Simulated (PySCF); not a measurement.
# B3LYP/STO-3G run of [NH4]+ (ammonium)

Aim: the vertical singlet–triplet gap of [NH4]+ (ammonium) at B3LYP/STO-3G, from 2 runs. Input form: a Python script.

Program for the calculation: PySCF 2.14.0.

16 further runs of the same task are left out: 4 that didn't finish, 12 set aside as unsound or not needed.

## 1. Starting point

[NH4]+ has 5 atoms, charge +1, and is taken as a singlet. As SMILES, `[NH4+]`. The shape is that of a GFN2-xTB optimisation.

Bond lengths: N1–H2 1.030 Å, N1–H3 1.029 Å, N1–H4 1.030 Å, N1–H5 1.030 Å. Angles: H2–N1–H3 109.5°, H2–N1–H4 109.4°, H2–N1–H5 109.5°, H3–N1–H4 109.5°, H3–N1–H5 109.4°, H4–N1–H5 109.5°.

## 2. The energy at B3LYP/STO-3G

run.py

```python
from pyscf import gto, dft

molecule = gto.Mole()
molecule.atom = '''
N        0.000080       0.000050      -0.000010
H        0.455870      -0.450720       0.805650
H       -0.977900       0.217540       0.236550
H        0.024080      -0.637350      -0.808220
H        0.497880       0.870480      -0.233970
'''
molecule.verbose = 4
molecule.basis = 'sto-3g'
molecule.charge = 1
molecule.max_memory = 1860
molecule.build()

ks = dft.RKS(molecule)
ks.xc = 'b3lyp'
ks.conv_tol = 1e-10
ks.grids.level = 5
ks.kernel()
if not ks.converged:
    ks = ks.newton().run(ks.mo_coeff, ks.mo_occ)

energy = ks.e_tot
print('E = %.10f Eh' % energy)
```

On the command line:

```console
$ OMP_NUM_THREADS=1 python run.py
```

The program printed:

```text
PySCF version 2.14.0

[INPUT] num. atoms = 5
[INPUT] num. electrons = 10
[INPUT] charge = 1
[INPUT] spin (= nelec alpha-beta = 2S) = 0
[INPUT] symmetry False subgroup None
[INPUT] Mole.unit = angstrom
[INPUT] Symbol           X                Y                Z      unit          X                Y                Z       unit  Magmom
[INPUT]  1 N      0.000080000000   0.000050000000  -0.000010000000 AA    0.000151178090   0.000094486306  -0.000018897261 Bohr   0.0
[INPUT]  2 H      0.455870000000  -0.450720000000   0.805650000000 AA    0.861469448405  -0.851737358864   1.522457852256 Bohr   0.0
[INPUT]  3 H     -0.977900000000   0.217540000000   0.236550000000 AA   -1.847963177212   0.411091021138   0.447014714766 Bohr   0.0
[INPUT]  4 H      0.024080000000  -0.637350000000  -0.808220000000 AA    0.045504605080  -1.204416945492  -1.527314448396 Bohr   0.0
[INPUT]  5 H      0.497880000000   0.870480000000  -0.233970000000 AA    0.940856842898   1.644968796911  -0.442139221364 Bohr   0.0

nuclear repulsion = 16.2800316866987
number of shells = 7
number of NR pGTOs = 27
number of NR cGTOs = 9
basis = sto-3g
ecp = {}

******** <class 'pyscf.dft.rks.RKS'> ********
method = RKS
initial guess = minao
damping factor = 0
level_shift factor = 0
DIIS = <class 'pyscf.scf.diis.CDIIS'>
diis_start_cycle = 1
diis_space = 8
diis_damp = 0
SCF conv_tol = 1e-10
SCF conv_tol_grad = None
SCF max_cycles = 50
direct_scf = True
direct_scf_tol = 1e-13
XC library pyscf.dft.libxc version 7.0.0
    S. Lehtola, C. Steigemann, M. J.T. Oliveira, and M. A.L. Marques.,  SoftwareX 7, 1–5 (2018)
XC functionals = b3lyp
    P. J. Stephens, F. J. Devlin, C. F. Chabalowski, and M. J. Frisch.,  J. Phys. Chem. 98, 11623 (1994)
radial grids:
    Treutler-Ahlrichs [JCP 102, 346 (1995); DOI:10.1063/1.469408] (M4) radial grids

becke partition: Becke, JCP 88, 2547 (1988); DOI:10.1063/1.454033
pruning grids: <function nwchem_prune>
grids dens level: 5
symmetrized grids: False
atomic radii adjust function: <function treutler_atomic_radii_adjust>
small_rho_cutoff = 0
Set gradient conv threshold to 1e-05
Initial guess from minao.
tot grids = 136280
init E= -56.4131040430639
  HOMO = -0.486218723105107  LUMO = 0.277482377447117  gap/eV = 20.78137
cycle= 1 E= -56.1996348589943  delta_E= 0.213  |g|= 0.0524  |ddm|= 2.14
  HOMO = -0.845012789423596  LUMO = -0.0192972489771167  gap/eV = 22.46886
cycle= 2 E= -56.1997790439928  delta_E= -0.000144  |g|= 0.0464  |ddm|= 0.113
  HOMO = -0.834017599510845  LUMO = -0.0119993866220714  gap/eV = 22.36825
cycle= 3 E= -56.2003791748164  delta_E= -0.0006  |g|= 0.000508  |ddm|= 0.0534
  HOMO = -0.834119896077261  LUMO = -0.0121076799974574  gap/eV = 22.36809
cycle= 4 E= -56.2003792468582  delta_E= -7.2e-08  |g|= 1.11e-06  |ddm|= 0.00071
  HOMO = -0.834119206753061  LUMO = -0.012107191110021  gap/eV = 22.36809
cycle= 5 E= -56.2003792468586  delta_E= -3.69e-13  |g|= 2.2e-08  |ddm|= 1.34e-06
  HOMO = -0.834119191722612  LUMO = -0.0121071814243046  gap/eV = 22.36809
Extra cycle  E= -56.2003792468585  delta_E= 2.84e-14  |g|= 5.81e-09  |ddm|= 4.7e-08
converged SCF energy = -56.2003792468585
E = -56.2003792469 Eh
```

Run time: 1.3 s. Hardware: 1 thread of Arm Neoverse V2, shared host; peak memory 0.16 GiB.

## 3. The triplet

mol.xyz

```xyz
5

N      0.000080     0.000050    -0.000010
H      0.455870    -0.450720     0.805650
H     -0.977900     0.217540     0.236550
H      0.024080    -0.637350    -0.808220
H      0.497880     0.870480    -0.233970
```

run.py

```python
from pyscf import gto, dft

mol = gto.M(
    atom='mol.xyz',
    max_memory=1860,
    verbose=4,
    charge=1,
    spin=2,
    basis='sto-3g',
)

mf = dft.UKS(mol, xc='b3lyp')
mf.grids.level = 5
mf.conv_tol = 1e-10
mf.kernel()
if not mf.converged:
    mf = mf.newton().run(mf.mo_coeff, mf.mo_occ)

energy = mf.e_tot
print('E = %.10f Eh' % energy)
```

On the command line:

```console
$ OMP_NUM_THREADS=1 python run.py
```

The program printed:

```text
PySCF version 2.14.0

[INPUT] num. atoms = 5
[INPUT] num. electrons = 10
[INPUT] charge = 1
[INPUT] spin (= nelec alpha-beta = 2S) = 2
[INPUT] symmetry False subgroup None
[INPUT] Mole.unit = angstrom
[INPUT] Symbol           X                Y                Z      unit          X                Y                Z       unit  Magmom
[INPUT]  1 N      0.000080000000   0.000050000000  -0.000010000000 AA    0.000151178090   0.000094486306  -0.000018897261 Bohr   0.0
[INPUT]  2 H      0.455870000000  -0.450720000000   0.805650000000 AA    0.861469448405  -0.851737358864   1.522457852256 Bohr   0.0
[INPUT]  3 H     -0.977900000000   0.217540000000   0.236550000000 AA   -1.847963177212   0.411091021138   0.447014714766 Bohr   0.0
[INPUT]  4 H      0.024080000000  -0.637350000000  -0.808220000000 AA    0.045504605080  -1.204416945492  -1.527314448396 Bohr   0.0
[INPUT]  5 H      0.497880000000   0.870480000000  -0.233970000000 AA    0.940856842898   1.644968796911  -0.442139221364 Bohr   0.0

nuclear repulsion = 16.2800316866987
number of shells = 7
number of NR pGTOs = 27
number of NR cGTOs = 9
basis = sto-3g
ecp = {}

[... 35 lines left out ...]
[... the frontier-level lines of each cycle are left out ...]
[... 11 lines left out ...]
[... 11 lines left out ...]
[... 11 lines left out ...]
[... 11 lines left out ...]
[... 11 lines left out ...]
[... 11 lines left out ...]
[... 1 line left out ...]
cycle= 13 E= -55.4998444289705  delta_E= 1.76e-08  |g|= 0.000112  |ddm|= 0.00134


cycle= 14 E= -55.4998443904451  delta_E= 3.85e-08  |g|= 6.02e-05  |ddm|= 0.00444


cycle= 15 E= -55.499844316389  delta_E= 7.41e-08  |g|= 4.99e-05  |ddm|= 0.00193


cycle= 16 E= -55.4998442320366  delta_E= 8.44e-08  |g|= 2.12e-05  |ddm|= 0.0034


cycle= 17 E= -55.4998442264019  delta_E= 5.63e-09  |g|= 3.49e-06  |ddm|= 0.00108


cycle= 18 E= -55.4998442263664  delta_E= 3.55e-11  |g|= 6.01e-07  |ddm|= 0.000118


Extra cycle  E= -55.4998442263669  delta_E= -5.54e-13  |g|= 3.59e-07  |ddm|= 4.14e-06
converged SCF energy = -55.4998442263669  <S^2> = 2.0023542  2S+1 = 3.0015691
E = -55.4998442264 Eh
```

Wall time 3.9 s (1 thread of Arm Neoverse V2, shared host); peak memory 0.17 GiB.

## 4. Outcome

At B3LYP/STO-3G:

| quantity | value |
| --- | --- |
| singlet: total energy | -56.20038 Eh |
| singlet: HOMO energy | -22.70 eV |
| singlet: LUMO energy | -0.33 eV |
| singlet: HOMO–LUMO gap | 22.37 eV |
| triplet: total energy | -55.49984 Eh |
| triplet: HOMO energy (highest over α and β) | -4.35 eV |
| triplet: ⟨S²⟩ | 2.002 |
| vertical energy of the triplet above the singlet | 19.063 eV |

What this shows: At this shape the triplet lies 19.06 eV (440 kcal/mol) above the singlet. In a minimal basis such a difference can be off by several eV, whatever the method. Mulliken charges (singlet) run from -0.44 on N1 to +0.36 on H2. Mulliken charges (triplet) run from -0.17 on N1 to +0.29 on H3; they depend strongly on the basis.
